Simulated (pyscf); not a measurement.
Structures and frequencies: ωB97X-D3(BJ)/def2-SVP in PySCF. MP2 and CC: frozen core, UHF for open shells. ΔMP2 is the change of the MP2 total energy from the triple- to the quadruple-zeta basis.

methylsilane (H₃C–SiH₃) → silylene (SiH₂) [singlet] + methane (CH₄)
Surface: singlet. Broken: C–Si, H–Si. Formed: C–H. Give ΔE‡ and ΔE from CCSD(T)/def2-TZVPP + ΔMP2(QZVPP), relative to the reactant's lowest minimum found.

ΔE‡ = 73.6 kcal/mol, ΔE = +54.0 kcal/mol. Zero-point energy shifts the barrier by -1.8 kcal/mol. It is a 1,1-elimination, with an imaginary mode of 1346i cm⁻¹. On the product side the descent ends in a complex, 4.3 kcal/mol under the separated species and 22.8 kcal/mol under the saddle at ωB97X-D3(BJ)/def2-TZVP. At ωB97X-D3(BJ) the barrier from the zero used here is 77.3 kcal/mol. One saddle was located; it need not be the lowest between these sides. The CCSD(T) − MP2 part came from Ansatz, without density fitting, on the same reference.
